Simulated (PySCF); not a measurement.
# Computed spin Hamiltonian

Species: C6H11 (doublet state).
Geometry (GFN2-xTB, Å), atoms numbered from 1 in this order:
```
atom  x, y, z in Å
C1     2.413   -0.098    0.779
C2     1.835    0.743   -0.134
C3     0.692    0.515   -0.875
C4    -0.162   -0.700   -0.829
C5    -1.619   -0.358   -0.481
C6    -1.733    0.217    0.924
H7     3.308    0.189    1.299
H8     2.005   -1.064    1.014
H9     2.327    1.696   -0.298
H10    0.362    1.288   -1.555
H11   -0.151   -1.180   -1.815
H12    0.222   -1.415   -0.103
H13   -2.224   -1.265   -0.557
H14   -2.006    0.363   -1.205
H15   -1.150    1.132    1.004
H16   -2.770    0.441    1.166
H17   -1.355   -0.492    1.657
```

The hyperfine couplings belong to this conformer and change with its torsions.

As a line formula: `[CH2]/C=C\CCC` [radical].

Level of theory: UKS B3LYP, pcH-1 on C H, non-relativistic, mean-field spin-orbit, GIAO in PySCF. Geometry: GFN2-xTB, one conformer, isolated molecule. The geometry wasn't refined by DFT: couplings that depend on bond lengths, twists or pyramidal angles can differ widely from those at the functional's own minimum. Stability of the SCF solution: not tested. ⟨S²⟩ is 0.775 where a pure state has 0.75.

- g1, g2, g3: 2.00218, 2.00273, 2.00289
- g_iso: 2.00260
- Form of g: rhombic: the two nearest values differ by 22 % of g3 − g1
- ⟨S²⟩: 0.7753 (exact 0.7500)
- α and β electrons: 24, 23
- HOMO–LUMO gap, α and β orbitals: 6.17, 5.69 eV

Hyperfine couplings atom by atom, in MHz; T1 to T3 are the principal values of the dipolar part:

```csv
atom,isotope,a_iso,T1,T2,T3,Mulliken spin population
C1,13C,53.5,-50.6,-48.8,99.4,0.67
C2,13C,-47.8,-28.0,10.6,17.4,-0.27
C3,13C,57.4,-52.7,-50.8,103.5,0.67
C4,13C,-20.0,-1.2,0.4,0.8,-0.05
C5,13C,31.7,-2.6,-2.3,4.9,0.02
C6,13C,0.0,-0.9,0.1,0.8,0.00
H7,1H,-41.0,-24.7,-0.2,24.9,-0.03
H8,1H,-39.3,-21.6,-1.3,22.9,-0.03
H9,1H,11.6,-5.2,-1.5,6.8,0.01
H10,1H,-41.6,-25.1,-0.5,25.7,-0.03
H11,1H,65.3,-3.5,-2.6,6.1,0.03
H12,1H,2.2,-3.4,-1.4,4.8,0.00
H13,1H,1.8,-1.9,-1.3,3.2,0.00
H14,1H,-1.6,-2.7,-1.8,4.5,0.00
H15,1H,0.2,-2.9,-2.6,5.5,0.00
H16,1H,-0.5,-1.1,-0.8,1.9,0.00
H17,1H,1.0,-1.8,-0.6,2.5,0.00
```

The Mulliken spin populations are largest on C3 (+0.67), C1 (+0.67) and C2 (-0.27). The positive populations add up to 1.41 and the negative ones to -0.41, together 2S = 1. The angles at C3 add up to 360.0°, so it is planar; its axial dipolar tensor and the negative coupling of its proton fit spin in a p orbital normal to that plane.

Axes: g2 points within 5° of the C3–C4 bond.

Under fast tumbling the dipolar parts average out, and these isotropic splittings remain: 1 × 1H (H10, I = 1/2, 2 lines) with 1.48 mT, 1 × 1H (H7, I = 1/2, 2 lines) with 1.46 mT, 1 × 1H (H8, I = 1/2, 2 lines) with 1.40 mT, 2 × 1H (H11/H12, I = 1/2, 3 lines) with 1.20 mT and 1 × 1H (H9, I = 1/2, 2 lines) with 0.41 mT.

Class means assume fast exchange of nuclei equivalent by connectivity; if that motion is slow, each nucleus keeps its own coupling. H7 and H8 aren't averaged: C1 is flat or nearly so (angle sum 360°), and its turn about the short C1–C2 bond (1.37 Å) is taken as slow. The 1H value of +33.7 MHz is a mean of couplings from 2.2 to 65.3 MHz in this one geometry, not an average over conformers.

The 13C coupling of C3 (57.4 MHz) shows only in satellite lines or after enrichment, since that isotope makes up about 1.07 % of natural carbon.
